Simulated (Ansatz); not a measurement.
# C2H3Cl2F (1,1-dichloro-1-fluoroethane) at 6 levels

Wanted: a comparison of 6 runs (HF/STO-3G, HF/def2-SVP, BLYP/6-31G, B3LYP/6-31G*, B3LYP/def2-TZVP, PBE/def2-TZVP) of C2H3Cl2F (1,1-dichloro-1-fluoroethane). 

Program for the calculation: Ansatz 0.2.0.

3 further runs of the same task are left out: 3 for a known fault of the program.

## (1) Starting point

The species is C2H3Cl2F (8 atoms), meant as a singlet with charge 0. SMILES: `CC(F)(Cl)Cl`. Geometry: relaxed at PBE0-D4/def2-TZVP.

Bond lengths: C1–C2 1.502 Å, C2–F3 1.348 Å, C2–Cl4 1.776 Å, C2–Cl5 1.776 Å, C1–H6 1.091 Å, C1–H7 1.091 Å, C1–H8 1.088 Å. Some angles: C1–C2–F3 110.1°, C1–C2–Cl4 111.1°, C1–C2–Cl5 111.1°, F3–C2–Cl4 107.6°, F3–C2–Cl5 107.6°, Cl4–C2–Cl5 109.3°, C2–C1–H6 108.9°, C2–C1–H7 108.9°, C2–C1–H8 110.1°, H6–C1–H7 109.8°.

## (2) Energy and forces at HF/STO-3G (run 1)

File input.yaml:

```yaml
crystal:
  periodic: [false, false, false]
  atoms:
    - {symbol: C, position_ang: [-0.133500, -0.505900, 0.646300]}
    - {symbol: C, position_ang: [0.199400, 0.391300, -0.511300]}
    - {symbol: F, position_ang: [1.523600, 0.643200, -0.537400]}
    - {symbol: Cl, position_ang: [-0.232400, -0.372700, -2.055900]}
    - {symbol: Cl, position_ang: [-0.641100, 1.950200, -0.373000]}
    - {symbol: H, position_ang: [0.163400, -0.011800, 1.572000]}
    - {symbol: H, position_ang: [0.414900, -1.442000, 0.535900]}
    - {symbol: H, position_ang: [-1.202100, -0.709300, 0.667600]}
basis:
  gaussian:
    orbitals: STO-3G
output: {forces: true, orbitals: {seedname: orbitals}}
hamiltonian:
  xc: hf
accuracy: high
```

Started as:

```sh
$ ansatz run input.yaml --threads 1 --pin off --max-ram 2610MiB --events-out events.jsonl --progress --plain --runs-dir runs
```

The log of the run:

```text
Warning: RAYON_NUM_THREADS=1 ignored (pool sized by the plan → 1); use --threads N
Functional definition: HF
  name "HF"
  exchange = exact_x
  correlation = 0
739 factors; integrals over basis functions are off by at most 2.4e-8 eV
mean field evaluation 1: about -29484.3605 eV, gradient 3.9e1 eV
mean field evaluation 2: about -29484.6022 eV, gradient 4.0e1 eV
mean field evaluation 4: about -29490.3386 eV, gradient 2.0e0 eV
mean field evaluation 8: about -29490.3606 eV, gradient 8.6e-2 eV
mean field -29490.36069844 eV, -1083.7507663834 hartree, gradient 1.3e-8 eV, S^2 0.000000; 0 other end points of the search recorded, 0 dependent functions left out
the calculation of the forces begins
reference -29490.36069844 eV, -1083.7507663834 hartree; 29, 29 occupied and 7, 7 virtual orbitals, 739 factors
Total energy: -29490.36069844 eV, -1083.7507663834 hartree
Atom 0 at    -0.133500    -0.505900     0.646300 Å, force    -0.624867    -1.259221     1.585418 eV/Å
Atom 1 at     0.199400     0.391300    -0.511300 Å, force     0.971610     0.243753    -0.102806 eV/Å
Atom 2 at     1.523600     0.643200    -0.537400 Å, force     1.401942     0.252947    -0.008895 eV/Å
Atom 3 at    -0.232400    -0.372700    -2.055900 Å, force    -0.610870    -0.996866    -1.769552 eV/Å
Atom 4 at    -0.641100     1.950200    -0.373000 Å, force    -1.102962     1.796182     0.252676 eV/Å
Atom 5 at     0.163400    -0.011800     1.572000 Å, force    -0.063028    -0.157077    -0.118027 eV/Å
Atom 6 at     0.414900    -1.442000     0.535900 Å, force    -0.115086     0.140888     0.097489 eV/Å
Atom 7 at    -1.202100    -0.709300     0.667600 Å, force     0.143260    -0.020606     0.063698 eV/Å
Dipole moment:     0.077890    -0.288925     0.417782 e Å
```

Wall time 0.88 s (1 thread of Arm Neoverse V2, shared host); peak memory 0.098 GiB.

## (3) Energy and gradient at HF/def2-SVP (run 2)

File job.yaml:

```yaml
crystal:
  periodic: [false, false, false]
  atoms:
    - symbol: C
      position_ang: [-0.133500, -0.505900, 0.646300]
    - symbol: C
      position_ang: [0.199400, 0.391300, -0.511300]
    - symbol: F
      position_ang: [1.523600, 0.643200, -0.537400]
    - symbol: Cl
      position_ang: [-0.232400, -0.372700, -2.055900]
    - symbol: Cl
      position_ang: [-0.641100, 1.950200, -0.373000]
    - symbol: H
      position_ang: [0.163400, -0.011800, 1.572000]
    - symbol: H
      position_ang: [0.414900, -1.442000, 0.535900]
    - symbol: H
      position_ang: [-1.202100, -0.709300, 0.667600]
basis:
  gaussian: {orbitals: def2-SVP}
hamiltonian: {xc: hf}
accuracy: high
output: {forces: true, orbitals: {seedname: orbitals}}
```

Started as:

```sh
$ ansatz run job.yaml --threads 1 --pin off --max-ram 2610MiB --events-out events.jsonl --progress --plain --runs-dir runs
```

The log of the run, shortened:

```text
Warning: RAYON_NUM_THREADS=1 ignored (pool sized by the plan → 1); use --threads N
[... 2 set-up lines as earlier in the session ...]
[...]
2098 factors; integrals over basis functions are off by at most 4.0e-9 eV
[...]
mean field -29809.51170951 eV, -1095.4793497119 hartree, gradient 3.0e-8 eV, S^2 0.000000; 0 other end points of the search recorded, 0 dependent functions left out
[...]
reference -29809.51170951 eV, -1095.4793497119 hartree; 29, 29 occupied and 64, 64 virtual orbitals, 2098 factors
Total energy: -29809.51170951 eV, -1095.4793497119 hartree
Atom 0 at    -0.133500    -0.505900     0.646300 Å, force     0.026160    -0.125217     0.178369 eV/Å
Atom 1 at     0.199400     0.391300    -0.511300 Å, force     0.638905     0.292739    -0.250044 eV/Å
Atom 2 at     1.523600     0.643200    -0.537400 Å, force    -0.834927    -0.183492     0.050299 eV/Å
Atom 3 at    -0.232400    -0.372700    -2.055900 Å, force     0.069355     0.005444     0.032859 eV/Å
Atom 4 at    -0.641100     1.950200    -0.373000 Å, force     0.072666    -0.015415     0.016938 eV/Å
Atom 5 at     0.163400    -0.011800     1.572000 Å, force    -0.007412    -0.048462    -0.055464 eV/Å
Atom 6 at     0.414900    -1.442000     0.535900 Å, force    -0.026924     0.064093     0.025828 eV/Å
Atom 7 at    -1.202100    -0.709300     0.667600 Å, force     0.062177     0.010309     0.001214 eV/Å
Dipole moment:    -0.156454    -0.271068     0.336226 e Å
```

Run time: 7.5 s. Hardware: 1 thread of Arm Neoverse V2, shared host; peak memory 0.32 GiB.

Runs 3 to 5 aren't shown in full; the table further down has their settings and results.

## (4) Energy and gradient at PBE/def2-TZVP (run 6)

File in.yaml:

```yaml
crystal:
  periodic: [false, false, false]
  atoms:
    - {symbol: C, position_ang: [-0.133500, -0.505900, 0.646300]}
    - {symbol: C, position_ang: [0.199400, 0.391300, -0.511300]}
    - {symbol: F, position_ang: [1.523600, 0.643200, -0.537400]}
    - {symbol: Cl, position_ang: [-0.232400, -0.372700, -2.055900]}
    - {symbol: Cl, position_ang: [-0.641100, 1.950200, -0.373000]}
    - {symbol: H, position_ang: [0.163400, -0.011800, 1.572000]}
    - {symbol: H, position_ang: [0.414900, -1.442000, 0.535900]}
    - {symbol: H, position_ang: [-1.202100, -0.709300, 0.667600]}
basis:
  gaussian:
    orbitals: def2-TZVP
output: {forces: true, orbitals: {seedname: orbitals}}
accuracy: high
hamiltonian:
  xc: {name: PBE}
```

Started as:

```sh
$ ansatz run in.yaml --threads 1 --pin off --max-ram 2610MiB --events-out events.jsonl --progress --plain --runs-dir runs
```

The log of the run, shortened:

```text
Warning: RAYON_NUM_THREADS=1 ignored (pool sized by the plan → 1); use --threads N
Functional definition: PBE
  name "PBE"
[...]
3243 factors; integrals over basis functions are off by at most 4.0e-9 eV
[...]
mean field -29872.44481864 eV, -1097.7920988148 hartree, gradient 7.9e-8 eV, S^2 0.000000; 0 other end points of the search recorded, 0 dependent functions left out
[...]
reference -29872.44482166 eV, -1097.7920989258 hartree; 29, 29 occupied and 156, 156 virtual orbitals, 3243 factors
Total energy: -29872.44482166 eV, -1097.7920989258 hartree
Atom 0 at    -0.133500    -0.505900     0.646300 Å, force    -0.028004    -0.033522     0.038787 eV/Å
Atom 1 at     0.199400     0.391300    -0.511300 Å, force    -0.306962    -0.154715     0.138154 eV/Å
Atom 2 at     1.523600     0.643200    -0.537400 Å, force     0.807129     0.143842    -0.002721 eV/Å
Atom 3 at    -0.232400    -0.372700    -2.055900 Å, force    -0.140939    -0.246835    -0.469466 eV/Å
Atom 4 at    -0.641100     1.950200    -0.373000 Å, force    -0.268537     0.476649     0.054019 eV/Å
Atom 5 at     0.163400    -0.011800     1.572000 Å, force     0.059294     0.095871     0.220823 eV/Å
Atom 6 at     0.414900    -1.442000     0.535900 Å, force     0.114968    -0.219396    -0.007791 eV/Å
Atom 7 at    -1.202100    -0.709300     0.667600 Å, force    -0.236949    -0.061895     0.028195 eV/Å
Dipole moment:    -0.095626    -0.237073     0.304079 e Å
```

Run time: 29 s. Hardware: 1 thread of Arm Neoverse V2, shared host; peak memory 0.81 GiB.

## (5) Overview of the runs

```csv
run,level,energy (Eh),dipole moment (D),HOMO energy (eV),LUMO energy (eV),wall time
1,HF/STO-3G,-1083.750766,2.47,-10.86,8.10,0.88 s
2,HF/def2-SVP,-1095.479350,2.21,-12.19,4.81,7.5 s
3,BLYP/6-31G,-1098.072020,2.23,-7.23,-1.01,6.6 s
4,B3LYP/6-31G* (spherical functions),-1098.236742,2.03,-8.47,-0.31,12 s
5,B3LYP/def2-TZVP,-1098.391581,1.97,-8.59,-0.47,36 s
6,PBE/def2-TZVP,-1097.792099,1.91,-7.40,-1.29,29 s
```

## (6) What came out

```
                       quantity           value
            run 6: total energy  -1097.79210 Eh
           run 6: dipole moment          1.91 D
             run 6: HOMO energy        -7.40 eV
             run 6: LUMO energy        -1.29 eV
           run 6: HOMO–LUMO gap         6.11 eV
run 6: largest force on an atom      0.820 eV/Å
```

What this shows: The dipole moment (its size) runs from 1.91 D (PBE/def2-TZVP) to 2.47 D (HF/STO-3G). The two ends differ in method and basis. The HOMO–LUMO gap runs from 6.11 eV (PBE/def2-TZVP) to 18.96 eV (HF/STO-3G). Totals of different functionals can't be ranked against each other. In run 1 the basis is minimal, so the values are rough. All runs together took 91 s, the longest 36 s.
